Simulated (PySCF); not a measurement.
## ClF: energy against distance

Set-up: Cl x2c-TZVPPall, F x2c-TZVPPall; spin-free X2C with a Gaussian nucleus (PySCF 2.14). Energies in eV from Cl + F in their ground configurations at the same level. State: ¹Σ⁺ (singlet), closed shell.

All columns are r²SCAN. A positive dipole means Cl(−)F(+).

```tsv
R (Å)	E (eV)	μ (D)	Mulliken charge on Cl (basis-dependent)	HOMO (eV)	LUMO (eV)	Mayer bond order	⟨S²⟩
1.397	-1.376	0.03	0.10	-7.19	-1.43	0.96	0.00
1.462	-2.068	-0.26	0.12	-7.49	-2.19	0.97	0.00
1.527	-2.463	-0.51	0.13	-7.76	-2.97	0.97	0.00
1.575	-2.614	-0.68	0.14	-7.94	-3.55	0.98	0.00
1.624	-2.672	-0.82	0.15	-8.11	-4.10	0.98	0.00
1.673	-2.658	-0.96	0.15	-8.26	-4.63	0.98	0.00
1.738	-2.554	-1.12	0.16	-8.45	-5.28	0.98	0.00
1.819	-2.330	-1.29	0.17	-8.65	-6.01	0.97	0.00
1.916	-1.979	-1.46	0.18	-8.86	-6.77	0.97	0.00
2.046	-1.450	-1.64	0.19	-9.08	-7.58	0.97	0.00
```

A fit through these points gives, at Re = 1.637 Å, μ = -0.86 D and dμ/dR = -2.80 D/Å; the reduced mass is 12.31 u.

Task: How strong is the fundamental in the double-harmonic approximation, I = 42.26·(dμ/dR)²/μred km/mol?

Result: I = 42.26·(-2.80)²/12.31 = 26.9 km/mol at r²SCAN.
